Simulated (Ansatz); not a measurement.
C2H3NS can be A, `N=C1CS1`, or B, `CSC#N`.

Program: Ansatz. Geometries: PBE0-D4/def2-TZVP. ΔE: electronic, gas phase. CCSD(T)/CBS is the MP2 limit (def2-TZVPP, def2-QZVPP) plus CCSD(T) − MP2 in def2-TZVPP, frozen cores. DFT in def2-TZVPP. B3LYP here is the variant with VWN-RPA as its local correlation; programs differ in this. Each species was taken in one conformer, which may not be the lowest.

(1) Which is lower in electronic energy at CCSD(T)/CBS, and by how much? (An estimate is asked.)

(2) Give E(B) − E(A) in kcal/mol with BLYP-D4, MP2/def2-TZVPP, CCSD/def2-TZVPP, B3LYP-D4, LDA (SPW92), CCSD(T)/def2-SVP, B2PLYP. (An estimate is asked.)

(3) Does the order hold for the free energy at 298.15 K (harmonic terms from PBE0-D4)? (An estimate is asked.)

Largest T1 diagnostic: 0.014.

## Answers

(1) The calculation gave: B, by 19.5 kcal/mol.

(2) The calculation gave: BLYP-D4 -18.2, MP2/def2-TZVPP -20.8, CCSD/def2-TZVPP -21.6, B3LYP-D4 -18.2, LDA (SPW92) -6.7, CCSD(T)/def2-SVP -20.4, B2PLYP -20.4. None reverses the order clearly.

(3) Computed: Yes: G(B) − G(A) = -21.1 kcal/mol, for one conformer each.

From PBE to PBE0 (25 % exact exchange), in def2-TZVPP and without D4, E(B) − E(A) moves by −0.8 kcal/mol. At CCSD(T), def2-SVP lies −0.9 kcal/mol from the extrapolated value and def2-TZVPP −1.1 kcal/mol.
